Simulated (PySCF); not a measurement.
## Computed NMR parameters against published values

Bonds (- single, = double, # triple, : aromatic): C1=C2 1.319 Å, C2-S3 1.773 Å, S3-C4 1.679 Å, C4#N5 1.146 Å. C1 carries H6, H7; C2 carries H8. H6 is cis to S3; H7 is trans to S3.

Measured values that the calculation should reproduce: δ ¹H H8 6.19; H7 5.70; H6 5.66 ppm (measured; solution, not stated per compound (mostly CDCl3 or CCl4); Pretsch, Buehlmann, Badertscher, Structure Determination of Organic Compounds, 4th ed. (2009)).

- geometry from GFN2-xTB
- shieldings: GIAO PBE0/pcSseg-1
- run in PySCF
- one conformer, in vacuum, relativity neglected

(1) What does the calculation give, and how does it compare?

(2) How far are the unscaled ¹H shifts from the references?

Answers

(1) 
Reference values: measured (solution, not stated per compound (mostly CDCl3 or CCl4); Pretsch, Buehlmann, Badertscher, Structure Determination of Organic Compounds, 4th ed. (2009)).
```json
{"atoms": "H8", "quantity": "δ ¹H", "reference": "6.19", "computed": "5.87", "computed, scaled": "5.63"}
{"atoms": "H7", "quantity": "δ ¹H", "reference": "5.70", "computed": "6.05", "computed, scaled": "5.80"}
{"atoms": "H6", "quantity": "δ ¹H", "reference": "5.66", "computed": "6.19", "computed, scaled": "5.92"}
```

Computed shifts are σ(ref) − σ with the named reference compound (TMS for H and C) calculated as an isolated molecule at the same level. The measured values may be among those fitted. Scaled to experiment by linear calibration (H and C: mostly CDCl3 data, vs TMS): ¹H (scatter 0.17 ppm rms, 0.18 ppm with the 4 outliers that the fit left out). Occasional misses reach two or three times the rms, and more in compound classes unlike the fitted ones.

(2) Mean signed difference +0.19 ppm, mean absolute 0.40 ppm over 3 comparisons; the largest is +0.53 ppm at H6 (hydrogen on a terminal =CH2 carbon).
